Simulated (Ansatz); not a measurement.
Reaction: C2H2O (SMILES C=C=O) → C2H2O (SMILES OC#C)
Each species at its own B3LYP-D3(BJ)/def2-TZVP minimum (Ansatz, an electronic-structure program), one conformer.

Property: isomerisation energy (electronic), in kcal/mol. Radicals and triplets start from unrestricted determinants; spin-orbit coupling is neglected. CBS(X,Y): correlation extrapolated as X^-3, Hartree-Fock from the larger set (Q,5: extrapolated as (X+1)exp(-9√X)). A bracket is a step between two methods taken in the basis named. Functionals run without relativity, which enters their misses. Double hybrids freeze cores in their MP2 part. 'core' is core correlation in cc-pwCVTZ, 'X2C' scalar relativity in cc-pVTZ-DK, both at CCSD(T).

CCSD(T)/CBS(cc-pVQZ,cc-pV5Z) + [CCSDT(Q) - CCSD(T)]/cc-pVDZ + core + X2C (Ansatz) gives 33.6 kcal/mol.

Q: How far off this value is PBE/def2-TZVPD (Ansatz), in which direction, and which of these levels come nearer: B3LYP/def2-TZVPD, PBE0/def2-TZVPD, wB97M-V/def2-TZVPD, B2PLYP/def2-TZVPD, CCSD(T)/CBS(cc-pVQZ,cc-pV5Z) + core + X2C?

A: PBE gives 38.6 kcal/mol, 5.0 kcal/mol above it. Differences of the others: B3LYP/def2-TZVPD (Ansatz) 3.7; PBE0/def2-TZVPD (Ansatz) 3.7; wB97M-V/def2-TZVPD (Ansatz) 2.4; B2PLYP/def2-TZVPD (Ansatz) 2.8; CCSD(T)/CBS(cc-pVQZ,cc-pV5Z) + core + X2C (Ansatz) -0.2 kcal/mol. Nearer than PBE: B3LYP/def2-TZVPD, PBE0/def2-TZVPD, wB97M-V/def2-TZVPD, B2PLYP/def2-TZVPD, CCSD(T)/CBS(cc-pVQZ,cc-pV5Z) + core + X2C.
